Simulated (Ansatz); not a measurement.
# HS+ (triplet): energies up the ladder

The task, for HS+ (triplet): energies up the ladder. Charge +1. Spin multiplicity 3.

Computed with Ansatz 0.2.0 (the levels named in each step, unless a step's input says otherwise).

## (1) The structure to begin with

Bond lengths: S1–H2 1.331 Å.

As a file:

```xyz
2

S     0.0000    0.0000    0.0000
H     0.0000    0.0000    1.3306
```

## (2) A rough first relaxation, PBE-D4/def2-SVP

Contents of input.yaml:

```yaml
crystal:
  periodic: [false, false, false]
  atoms:
    - { symbol: S, position_ang: [0.0, 0.0, 0.0] }
    - { symbol: H, position_ang: [0.0, 0.0, 1.33057] }
magnetization:
  spin_polarized: true
  initial_magnetization: 2
total_charge: 1
basis:
  gaussian: { orbitals: def2-SVP }
hamiltonian:
  xc: pbe
  dispersion: d4
relax:
  f_tol: 0.03
  max_steps: 200
```

Command:

```sh
ansatz run input.yaml --threads 1 --pin off --max-ram 2560MiB --backend cpu --events-out ev --progress --plain --runs-dir out
```

Further steps of the session: Relaxation, PBE0-D4/def2-TZVPP; Frequencies, PBE0-D4/def2-TZVPP; Single point, PBE-D4/def2-TZVPP; Single point, r2SCAN-D4/def2-TZVPP; Single point, B3LYP-D4/def2-TZVPP; Single point, wB97M-V/def2-TZVPP; Single point, B2PLYP/def2-TZVPP; Single point, LDA/def2-TZVPP; Single point, PBE0-D4/def2-SVP; Single point, PBE-D4/def2-SVP; Single point, CCSD(T)/def2-TZVPP; Single point, CCSD(T)/def2-QZVPP.

**Question.** What will these runs give? Wanted: S1–H2 at PBE0-D4/def2-TZVPP; frequencies at PBE0-D4/def2-TZVPP; energy at CCSD(T)/CBS.

The runs gave:

| quantity | value |
| --- | --- |
| S1–H2 at PBE0-D4/def2-TZVPP | 1.368 Å |
| frequencies at PBE0-D4/def2-TZVPP | 2559 cm⁻¹ |
| energy at CCSD(T)/CBS | -10828.361 eV |

In words: No mode is imaginary, so the geometry is a minimum. These totals serve in differences with atoms or fragments at the same level; alone they don't rank the methods.
